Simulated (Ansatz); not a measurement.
Reaction (SMILES): C=C=O → C(=[CH])=O + H atom
B3LYP-D3(BJ)/def2-TZVP geometries, fixed; electronic energies without zero-point terms.

Basis-set convergence of the bond dissociation energy at PBE0 with Ansatz (a quantum-chemistry and plane-wave program). All functions are spherical. The program fits the integrals of some runs and decomposes those of others, by size. Open shells are unrestricted. No added dispersion term, no relativity. Functions are those of the species that has most. Reference: the value in aug-pcseg-3, 109.53 kcal/mol, itself unsure by roughly 0.02 kcal/mol (its mean distance from aug-cc-pVQZ, cc-pV5Z, def2-QZVPPD).

| basis | functions | bond dissociation energy (kcal/mol) |
|---|---|---|
| STO-3G | 17 | … |
| 3-21G | 31 | 112.53 |
| 6-31G | 31 | 110.98 |
| cc-pVDZ | 52 | … |
| pcseg-1 | 52 | 109.74 |
| 6-311G** | 66 | 109.62 |
| def2-SVPD | 79 | 109.81 |
| aug-pcseg-1 | 87 | … |
| def2-TZVP | 105 | 109.36 |
| def2-TZVPP | 121 | 109.59 |
| def2-TZVPD | 132 | … |
| aug-pcseg-3 | 353 | 109.53 |
| cc-pV5Z | 383 | 109.53 |

### Question
Complete the blanks.

### Answer

- STO-3G, bond dissociation energy (kcal/mol): 131.50
- cc-pVDZ, bond dissociation energy (kcal/mol): 108.48
- aug-pcseg-1, bond dissociation energy (kcal/mol): 109.26
- def2-TZVPD, bond dissociation energy (kcal/mol): 109.30
